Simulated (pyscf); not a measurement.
HO–Ti(OH)(OH)–OH (SMILES [OH][Ti]([OH])([OH])[OH]) + H₂C=CH–CH₃ (SMILES C=CC) → H₃C–CH(CH₃)–O–Ti(OH)(OH)–OH (SMILES CC(C)[O][Ti]([OH])([OH])[OH]) (addition across a multiple bond or ene-type step; singlet surface; H–O broken, C–O, C–H formed). Single points on ωB97X-D3(BJ)/def2-SVP structures (PySCF, gas phase). Energies in kJ/mol from the separated reactants.

```
level                   barrier  reaction energy
----------------------  -------  ---------------
ωB97X-D3(BJ)/def2-TZVP      [?]            -97.6
r²SCAN/def2-TZVP          154.4            -87.9
B3LYP-D3(BJ)/def2-TZVP    161.5            -82.1
PBE0-D3(BJ)/def2-TZVP     160.9            -97.0
M06-2X/def2-TZVP          181.0            -88.7
ωB97M-D3(BJ)/def2-TZVP      [?]              [?]
```

### Question
Some entries are withheld; supply them.

### Answer

- ωB97X-D3(BJ)/def2-TZVP, barrier: 167.5
- ωB97M-D3(BJ)/def2-TZVP, barrier: 173.0
- ωB97M-D3(BJ)/def2-TZVP, reaction energy: -82.4

The functionals in the table span 26.7 kJ/mol in this barrier, from r²SCAN to M06-2X. On the reactant side the descent ends in a complex (not fully relaxed), 26.4 kJ/mol under the separated species and 193.8 kJ/mol under the saddle at ωB97X-D3(BJ)/def2-TZVP. One saddle was located; it need not be the lowest between these sides.
